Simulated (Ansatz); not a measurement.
One crystal and one scan (energy against volume) at two levels, PBE (plane waves to 420 eV, PAW, scalar-relativistic; Ansatz, a program for electronic structure) and r2SCAN (plane waves to 500 eV, PAW, scalar-relativistic; Ansatz), each from its own relaxed cell and on its own mesh. The cell shown is that of PBE.

Sr (fcc, Cu type)

```xyz
1
Lattice="0.0000 3.0145 3.0145 3.0145 0.0000 3.0145 3.0145 3.0145 0.0000" Properties=species:S:1:pos:R:3 pbc="T T T"
Sr     0.0000     0.0000     0.0000
```

The volume is varied about the relaxed value V₀ at fixed cell shape. Symmetry pins the atoms to their sites.

The energy includes the smearing's −TS. Sr was relaxed with its symmetry unable to fall. The PAW data are Ansatz's earlier set. Percentages come from the unrounded values. Both scans cover V/V₀ from 0.940 to 1.060.

Results of PBE:

```
Item                                                     Value
-------------------------------------------------------  -----
Lattice constant a (Å)                                   6.029
Bulk modulus B₀ (third-order Birch-Murnaghan fit) (GPa)   11.6
Pressure derivative B₀′ (fit)                              3.4
```

Problem. What does r2SCAN give for the same quantities?

Solution. 
```tsv
quantity	r2SCAN	PBE − r2SCAN
Lattice constant a (Å)	6.100	-0.071 (-1.2 %)
Bulk modulus B₀ (third-order Birch-Murnaghan fit) (GPa)	11.8	-0.2 (-1 %)
Pressure derivative B₀′ (fit)	2.6	+0.8 (+28 %)
```

PBE gives the higher value for: pressure derivative B₀′. PBE gives the lower value for: lattice constant a. They agree on: bulk modulus B₀ (within 1.5 %). For the lattice constant a the reference is 6.045 Å (measured, corrected to the static lattice; as given in Gábor I. Csonka, John P. Perdew, Adrienn Ruzsinszky et al., Physical Review B (2009), arXiv:0903.4037): PBE lies nearer. For the bulk modulus B₀ the reference is 12.5 GPa (measured, corrected to the static lattice; as given in H. Levämäki, M. P. J. Punkkinen, K. Kokko et al., Physical Review B (2014), arXiv:1402.3671): both lie below it, neither clearly nearer.  Neither level is exact: the differences show how much the result hangs on the functional.

(Under strain, the slope of the energy per volume gives the stress and its curvature an elastic modulus.)
